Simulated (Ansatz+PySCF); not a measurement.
A calculation with PySCF 2.14.0.

```python
from pyscf import gto, scf

mol = gto.M(atom="""
C 0.000000 0.000000 -1.342460
C 0.000000 0.000000 -0.111300
C 0.000000 1.168920 0.622970
C 0.000000 -1.168920 0.622970
H 0.000000 -0.858670 -1.867220
H 0.000000 0.858670 -1.867220
H 0.000000 1.988720 0.031190
H -0.812740 1.215240 1.229720
H 0.812740 1.215240 1.229720
H 0.000000 -1.988720 0.031190
H 0.812740 -1.215240 1.229720
H -0.812740 -1.215240 1.229720
""", basis='def2-svp', charge=0, spin=0)
mf = scf.RHF(mol)
mf.init_guess = 'huckel'
mf.kernel()
while True:  # follow internal instabilities
    mo, _, stable, _ = mf.stability(return_status=True)
    if stable: break
    mf.kernel(mf.make_rdm1(mo, mf.mo_occ))
print(mf.converged, mf.e_tot, mf.spin_square()[0])
```

The script is written out from the run's settings.

Output:

```yaml
Converged: yes
Total_energy: -155.92245 hartree
Spin_squared_of_the_determinant: 0.000
```
